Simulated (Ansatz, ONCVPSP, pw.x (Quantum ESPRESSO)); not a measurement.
# Equation-of-state test of one ONCV potential (Cl)

- Element: Cl (Z = 17)
- Generator: ONCVPSP 4.0.1.1 (patched build)
- Type: optimised norm-conserving Vanderbilt (ONCV)
- Functional: LDA (Perdew-Wang 92)
- Relativity: scalar-relativistic
- Frozen core: [Ne]
- Valence charge: 7
- Reference configuration: 3s2 3p5
- Partial waves: 3s: rc 1.30 bohr, ncon 5, nbas 8, qcut 4.5 1/bohr, local; 3p: rc 1.30 bohr, ncon 3, nbas 6, qcut 6.6 1/bohr, 2 projectors, debl 3.5 Ha
- Local potential: the s channel
- Core correction: none

Atomic tests: cutoffs needed: 34 Ha and 73 Ha (the cutoffs (Ha) at which the residual kinetic energy of the hardest occupied pseudo-wave falls to 1 and 0.1 mHa per electron); ghost test: no bound ghost flagged; no localised positive-energy state flagged; largest excitation error: +101 meV (all-electron minus pseudo) for 3s2 3p2, out of 4 test configurations.

Crystal test: fcc Cl in pw.x 7.5, no spin, 14³ k-points, Fermi–Dirac smearing 0.01 Ry, cutoffs 170/680 Ry. The reference is all-electron LAPW (Ansatz 0.2.0) with the same functional, mesh and smearing; V0 and B0 come from Birch–Murnaghan fits to the pressures at five volumes. Errors are pseudo minus all-electron; Δ is the rms difference of the E(V) curves that follow from these fits, minima aligned, over ±6 % about the mean V0. Mesh and smearing are coarse, so the numbers serve the comparison and aren't converged zero-temperature values; the lattice is a test structure that the element need not adopt.

| V (Å³/atom) | P all-electron (GPa) | P pseudo (GPa) |
| --- | --- | --- |
| 17.388 | 3.01 | 6.52 |
| 17.845 | 1.37 | 4.49 |
| 18.303 | -0.04 | 2.75 |
| 18.761 | -1.26 | 1.24 |
| 19.218 | -2.31 | -0.06 |

All-electron: a0 = 4.182 Å (V0 = 18.29 Å³/atom), B0 = 52.6 GPa.

Pseudopotential: mean pressure error (GPa): +2.83; a0 (Å): 4.250; a0 error (%): +1.63; B0 error (%): -2.9; Δ (meV/atom): 10.4. This is a poor potential for the solid.

Q: At the middle volume, how do free energy and pressure move when the wave cutoff is lowered (ecutrho kept at four times it)?

A:

| cutoff (Ry) | shift of F (meV/atom) | shift of P (GPa) |
| --- | --- | --- |
| 76 | +49.8 | +0.02 |
| 102 | +41.0 | -0.43 |
| 136 | +9.9 | -0.39 |

Input at the middle volume:

```
&control
  calculation='scf', prefix='x', pseudo_dir='./', outdir='./tmp', tstress=.true., disk_io='none'
/
&system
  ibrav=0, nat=1, ntyp=1, ecutwfc=170, ecutrho=680, nbnd=11,
  occupations='smearing', smearing='fd', degauss=0.01
/
&electrons
  conv_thr=1e-09, mixing_beta=0.4, electron_maxstep=70
/
ATOMIC_SPECIES
Cl 1.0 Cl.UPF
CELL_PARAMETERS angstrom
  0.00000000 2.09169052 2.09169052
  2.09169052 0.00000000 2.09169052
  2.09169052 2.09169052 0.00000000
ATOMIC_POSITIONS crystal
Cl 0.0000 0.0000 0.0000
K_POINTS automatic
14 14 14 0 0 0
```

```bash
pw.x < Cl.scf.in > Cl.scf.out
```

Lines of the output:

```
Message from routine setup:
     using ibrav=0 with symmetry is DISCOURAGED, use correct ibrav instead
     lattice parameter (alat)  =       5.5900  a.u.
     unit-cell volume          =     123.5148 (a.u.)^3
     number of electrons       =         7.00
     number of Kohn-Sham states=           11
     kinetic-energy cutoff     =     170.0000  Ry
     charge density cutoff     =     680.0000  Ry
     scf convergence threshold =      1.0E-09
     Exchange-correlation= SLA  PW   NOGX NOGC
     number of k points=   104  Fermi-Dirac smearing, width (Ry)=  0.0100
     iteration #  1     ecut=   170.00 Ry     beta= 0.40
     total energy              =     -29.94000524 Ry
     estimated scf accuracy    <       0.00017392 Ry
     iteration #  2     ecut=   170.00 Ry     beta= 0.40
     total energy              =     -29.94001030 Ry
     estimated scf accuracy    <       0.00002890 Ry
     iteration #  3     ecut=   170.00 Ry     beta= 0.40
     total energy              =     -29.94001495 Ry
     estimated scf accuracy    <       0.00000122 Ry
     iteration #  4     ecut=   170.00 Ry     beta= 0.40
     total energy              =     -29.94001499 Ry
     estimated scf accuracy    <          1.0E-09 Ry
     iteration #  5     ecut=   170.00 Ry     beta= 0.40
     the Fermi energy is     5.0515 ev
!    total energy              =     -29.94001499 Ry
     estimated scf accuracy    <          8.5E-11 Ry
     smearing contrib. (-TS)   =      -0.00628346 Ry
     The total energy is F=E-TS. E is the sum of the following terms:
     one-electron contribution =       1.21678919 Ry
     hartree contribution      =       2.91078832 Ry
     xc contribution           =      -5.64314187 Ry
     ewald contribution        =     -28.41816717 Ry
     convergence has been achieved in   5 iterations
          total   stress  (Ry/bohr**3)                   (kbar)     P=       27.50
     Message from routine punch:
     Nothing written, as per user request (disk_io='none')
```

The run at the middle volume (104 k-points, 5 iterations) took about 54 s on one core of a shared host (Neoverse-V1, 32 threads, 247 GiB, load 22).
